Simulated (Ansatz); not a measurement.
# N–CH$_{3}$, triplet: vertical spin and charge gaps

Geometry (PBE0/def2-TZVP stationary point for this spin, not checked as a minimum):

```xyz
5

N    -0.7673    0.0072    0.0072
C     0.6359   -0.0060   -0.0060
H     1.0187   -1.0379   -0.0046
H     1.0416    0.5087    0.8782
H     1.0248    0.5001   -0.9026
```

Basis cc-pVDZ; Ansatz 0.2.0. Only valence electrons are correlated (noble-gas cores frozen). R marks a restricted (for open shells ROHF) determinant, U an unrestricted one. Active spaces: valence = (12e, 11o) chosen from the atoms' valence shells.

Gaps are energies of the second state less the first, at fixed atoms, for a selection of the levels run; each method lands on the state that its own search finds for that charge and spin.

For open shells CISD is restricted-active-space CI with the open shells as a complete middle space.

**Question.** PBE gives 9.695 eV for quintet less triplet. Estimate what UCCSDT(Q) gives in cc-pVDZ.

**Answer.** UCCSDT(Q) in cc-pVDZ gives 10.006 eV, so against it PBE is off by -0.311 eV, of which a good part can be the reference's own basis and frozen-core error.

```json
{"level": "RHF", "gap (eV)": "9.744", "error (meV)": "-262"}
{"level": "UHF", "gap (eV)": "9.761", "error (meV)": "-245"}
{"level": "RMP2", "gap (eV)": "10.166", "error (meV)": "160"}
{"level": "UMP2", "gap (eV)": "10.123", "error (meV)": "117"}
{"level": "CISD", "gap (eV)": "10.040", "error (meV)": "34"}
{"level": "RCCSD", "gap (eV)": "10.099", "error (meV)": "93"}
{"level": "UCCSD", "gap (eV)": "10.099", "error (meV)": "93"}
{"level": "RCCSD(T)", "gap (eV)": "10.034", "error (meV)": "28"}
{"level": "UCCSD(T)", "gap (eV)": "10.035", "error (meV)": "29"}
{"level": "BCCD(T)", "gap (eV)": "10.036", "error (meV)": "30"}
{"level": "RCCSDT", "gap (eV)": "10.011", "error (meV)": "5"}
{"level": "UCCSDT", "gap (eV)": "10.011", "error (meV)": "5"}
{"level": "RCCSDT(Q)", "gap (eV)": "10.008", "error (meV)": "2"}
{"level": "CASSCF (valence space)", "gap (eV)": "10.364", "error (meV)": "358"}
{"level": "NEVPT2 (valence space)", "gap (eV)": "10.071", "error (meV)": "65"}
{"level": "r2SCAN", "gap (eV)": "9.741", "error (meV)": "-265"}
{"level": "PBE0", "gap (eV)": "9.976", "error (meV)": "-30"}
{"level": "B3LYP", "gap (eV)": "9.950", "error (meV)": "-56"}
{"level": "r2SCAN0", "gap (eV)": "9.907", "error (meV)": "-99"}
{"level": "wB97M-V", "gap (eV)": "10.210", "error (meV)": "204"}
{"level": "B2PLYP", "gap (eV)": "10.066", "error (meV)": "60"}
{"level": "RPA-PBE", "gap (eV)": "9.923", "error (meV)": "-83"}
```

Removing an electron, to the quartet: 11.811 eV at UCCSDT(Q).

| level | gap (eV) | error (meV) |
| --- | --- | --- |
| UMP2 | 11.797 | -14 |
| CISD | 11.641 | -170 |
| RCCSD(T) | 11.813 | 2 |
| UCCSD(T) | 11.813 | 2 |
| BCCD(T) | 11.814 | 3 |
| RCCSDT(Q) | 11.811 | 0 |
| PBE | 12.131 | 320 |
| B3LYP | 12.304 | 493 |
| wB97M-V | 12.204 | 393 |
| RPA-PBE | 12.120 | 309 |

In so small a basis the reference is far from its limit while semilocal and hybrid functionals are nearer theirs (RPA and double hybrids share part of the reference's basis error), so the functionals' errors here hold much of the reference's basis and frozen-core error, which can add to them or hide them.

Full CI isn't at hand for all of this; UCCSDT(Q) serves as the reference, and is uncertain by the last step of the cluster series or more. The frozen core follows each run's orbitals, which can shift R against U totals by a few meV.
